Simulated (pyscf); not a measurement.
Single points on ωB97X-D3(BJ)/def2-SVP structures (PySCF, gas phase).

Question: For the elementary gas-phase step C₇H₈ (SMILES Cc1ccccc1) + SiH₂ (SMILES [SiH2]) [singlet] → C₇H₁₀Si (SMILES CC12C=CC(C=C1)[SiH2]2) (singlet surface; none broken, C–Si, C–Si formed), what barrier and reaction energy does ωB97M-D3(BJ)/def2-TZVP give, measured from the separated reactants?

Answer: ΔE‡ = 15.1 kcal/mol, ΔE = -20.9 kcal/mol. Zero-point energy shifts the barrier by +1.7 kcal/mol. It is a cycloaddition, with an imaginary mode of 473i cm⁻¹. On the reactant side the descent ends in a bound adduct (not fully relaxed), 15.1 kcal/mol under the separated species and 25.5 kcal/mol under the saddle at ωB97X-D3(BJ)/def2-TZVP. At ωB97X-D3(BJ)/def2-TZVP the barrier from the zero used here is 10.4 kcal/mol. This is the saddle that the search found; another between the same sides may lie lower.
